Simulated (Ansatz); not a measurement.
The parent structure is V in the bcc (W type) structure (space group Im-3m, No. 229).

```yaml
crystal:
  lattice:
    - [-1.49857, 1.49857, 1.49857]
    - [1.49857, -1.49857, 1.49857]
    - [1.49857, 1.49857, -1.49857]
  atoms:
    - { symbol: V, position: [0.00000, 0.00000, 0.00000] }
```

Computed with plane-wave PAW DFT at the PBE level (Ansatz, a first-principles code, 420 eV), no SOC.

Now apply this change: Ta takes the place of V on all its sites; the structure is relaxed again.

Measured lattice parameter a: V 3.021 Å (static lattice; corrected from measurement; as listed in Daniel Mejia-Rodriguez, S. B. Trickey, Phys. Rev. B (2018)); Ta 3.299 Å (static lattice; corrected from measurement; as listed in Daniel Mejia-Rodriguez, S. B. Trickey, Phys. Rev. B (2018)).

How well does PBE reproduce the measured shift?

With PBE the lattice parameter a moves by +0.322 Å (2.997 → 3.320) against +0.278 Å measured.

Whether these cells are dynamically stable was not tested. Seeded moments were not kept for the base. All final runs are without spin polarisation.
